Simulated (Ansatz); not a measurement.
**Barium, bcc under RPBE: structure, energy and stiffness**

Aim: take barium in the bcc structure, relax it, solve it on a dense k-mesh, switch on spin-orbit coupling, then scale the cell to 7 volumes from 88 to 112 % of the relaxed one and try a fit of the equation of state. The k-meshes are 9×9×9 for the relaxation; 14×14×14 for the dense run; 9×9×9 for spin-orbit coupling; 14×14×14 for the volumes. The starting cell is the measured one, from the Crystallography Open Database.

Method: DFT RPBE, plane waves (420 eV) with PAW, scalar-relativistic; PBE-made PAW files, in Ansatz 0.2.0.

## 1. The structure to begin with

The structure is cubic, space group Im-3m (No. 229). The conventional cell has a = 5.000 Å, b = 5.000 Å, c = 5.000 Å, α = 90.00°, β = 90.00°, γ = 90.00°. Ba (site symmetry m-3m) is surrounded by 8 Ba at 4.33 Å.

Structure file:

```
CELL_PARAMETERS angstrom
-2.50000 2.50000 2.50000
2.50000 -2.50000 2.50000
2.50000 2.50000 -2.50000
ATOMIC_POSITIONS crystal
Ba 0.00000 0.00000 0.00000
```

## 2. Relaxation of the cell

Contents of input.yaml:

```yaml
crystal:
  lattice:
    - [-2.5, 2.5, 2.5]
    - [2.5, -2.5, 2.5]
    - [2.5, 2.5, -2.5]
  atoms:
    - { symbol: Ba, position: [0.0, 0.0, 0.0] }
hamiltonian:
  xc: rpbe
  pseudopotentials:
    kind: paw
    azcp:
      Ba: "pseudopotentials/Ba.paw.azcp"
basis:
  ecutwfc: 420
  fft_grid_basis: typed
kpoints:
  mp_grid: { grid: [9, 9, 9], shift: [0, 0, 0] }
magnetization:
  spin_polarized: false
scf:
  occupations: { method: fermi_dirac, width: 0.1 }
relax:
  max_steps: 60
  f_tol: 0.01
  cell: {}
```

Further steps of the session: Single point on a dense mesh; With spin-orbit coupling; At 88 % of the relaxed volume; At 92 % of the relaxed volume; At 96 % of the relaxed volume; At 100 % of the relaxed volume; At 104 % of the relaxed volume; At 108 % of the relaxed volume; At 112 % of the relaxed volume.

What does the calculation give? Wanted: space group; conventional cell; volume; shortest distance; gap on the mesh; V₀, B₀, B₀′.

As calculated:

```
                      quantity                         value
space group (spins left aside)               Im-3m (No. 229)
             conventional cell                   a = 5.151 Å
                        volume                68.344 Å³/atom
             shortest distance                       4.461 Å
   against the measured volume       +9.4 % (62.500 Å³/atom)
               gap on the mesh  none (levels filled in part)
                   V₀, B₀, B₀′  68.332 Å³/atom, 7.9 GPa, 2.9
```

In words: Against experiment, RPBE misses the volume by +9.4 %. Cells that are too large are usual for this functional. Levels at the Fermi energy are filled in part, as in a metal. Totals with and without spin-orbit coupling (-4.7 eV/atom apart) can't be read as binding, since the two-component data shift the zero of energy. The fitted modulus is 7.9 GPa, a soft solid.
